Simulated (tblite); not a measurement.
Problem. Write a Z-matrix for `C[C@H](O)CC[O]` [radical] as optimised with GFN2-xTB. (Doublet state.)

Solution. 
Z-matrix in Å and degrees, rows numbered from 1:
```
C 
C   1  1.5314
O   2  1.3783  1  112.67
C   2  1.5430  1  113.32  3  -125.38
C   4  1.5572  2  106.26  1    69.68
O   5  1.3363  4  111.75  2    52.43
H   1  1.0869  2  109.19  3   -63.45
H   1  1.0866  2  110.49  3    54.98
H   1  1.0866  2  110.67  3   176.49
H   2  1.1051  1  108.34  3   117.38
H   3  1.0321  2  106.49  1   -89.82
H   4  1.0903  2  108.63  1  -173.37
H   4  1.0885  2  112.19  1   -51.55
H   5  1.1087  4  104.42  2   170.34
H   5  1.1053  4  109.75  2   -73.75
```

The C–O distances run from 1.336 Å (C5–O6, drawn single) to 1.378 Å (C2–O3, drawn single), a spread of 0.042 Å. H11 on O3 lies 1.41 Å from O6, 5 bonds away (angle at H 152°; Bondi radii sum to 2.72 Å). The 3 C–C bonds span 1.531 Å (C1–C2, drawn single) to 1.557 Å (C4–C5, drawn single), a spread of 0.026 Å. Of the pairs four or more bonds apart, those above aside, C5···H11 is among the closest relative to their van der Waals radii: 2.18 Å, 75 % of the sum of Bondi's values.

Computed geometry: GFN2-xTB, gas phase. This method treats the open shell by occupation alone, without spin polarisation.

Point group: C1 (no symmetry element, even within 0.4 Å). Its GFN2-xTB frequencies are all real (lowest 97 cm⁻¹). Torsions: C1–C2–O3–H -90°, C1–C2–C4–C5 70°, C2–C4–C5–O6 52°.

One conformer stands for the species.
